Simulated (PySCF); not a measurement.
# H5Si2: the cost of one run

The runs use PySCF 2.14.0; levels as typed in each script, gas phase, geometry from GFN2-xTB.

## 1. Starting geometry

SMILES `[SiH2][SiH3]`, 7 atoms, charge 0, spin multiplicity 2.

Bond lengths: Si1–Si2 2.270 Å, Si1–H3 1.464 Å, Si1–H4 1.465 Å, Si2–H5 1.473 Å, Si2–H6 1.468 Å, Si2–H7 1.468 Å. Angles: Si2–Si1–H3 120.8°, Si2–Si1–H4 120.7°, H3–Si1–H4 105.5°, Si1–Si2–H5 119.0°, Si1–Si2–H6 108.9°, Si1–Si2–H7 108.9°, H5–Si2–H6 105.6°, H5–Si2–H7 105.9°, H6–Si2–H7 108.0°.

As a file:

```
Si   -1.17307    0.00016    0.06662
Si    1.09580    0.00026   -0.01534
H    -1.93898    1.16393   -0.38456
H    -1.93817   -1.16715   -0.37817
H     1.76388   -0.00780   -1.32761
H     1.59793   -1.18517    0.68951
H     1.59710    1.19028    0.68300
```

## 2. Density, bond paths and surface potential (B3LYP/def2-svpd)

File input.py:

```python
import numpy as np
from pyscf import gto, scf, dft
from pyscf.scf import atom_ks, atom_hf
from scipy.linalg import block_diag

def solve(mol, dm0=None, hcore=None):
    mf = (dft.UKS if mol.spin else dft.RKS)(mol, xc='b3lyp')
    mf.grids.level = 3
    mf = mf.density_fit(auxbasis='def2-universal-jkfit')
    mf.conv_tol, mf.max_cycle = 1e-8, 80
    if hcore is not None:
        mf.get_hcore = lambda *args: hcore
    mf.kernel(dm0)
    if not mf.converged:
        mf = mf.newton().run(mf.mo_coeff, mf.mo_occ, max_cycle=30)
    assert mf.converged, 'SCF not converged'
    return mf

mol = gto.M(atom='''
Si    -1.17307     0.00016     0.06662
Si     1.09580     0.00026    -0.01534
H     -1.93898     1.16393    -0.38456
H     -1.93817    -1.16715    -0.37817
H      1.76388    -0.00780    -1.32761
H      1.59793    -1.18517     0.68951
H      1.59710     1.19028     0.68300
''', basis='def2-svpd', charge=0, spin=1, verbose=4)
mf = solve(mol)
mf.analyze()
# spherically averaged free atoms, for the promolecule
atm = atom_ks.get_atm_nrks(mol, xc='b3lyp')
pro = block_diag(*[(atm[a[0]][2] * atm[a[0]][3]) @ atm[a[0]][2].T for a in mol._atom])
np.savez('result.npz', e=mf.e_tot, c=mf.mo_coeff, occ=mf.mo_occ, eps=mf.mo_energy, pro=pro, dip=mf.dip_moment(verbose=0), s2=mf.spin_square()[0])
```

Launch:

```sh
OMP_NUM_THREADS=1 python input.py
```

What time and memory should one allow on 1 thread of Intel Xeon Platinum 8488C (Sapphire Rapids), shared host?

About 7.6 s, with a peak of 0.37 GiB.
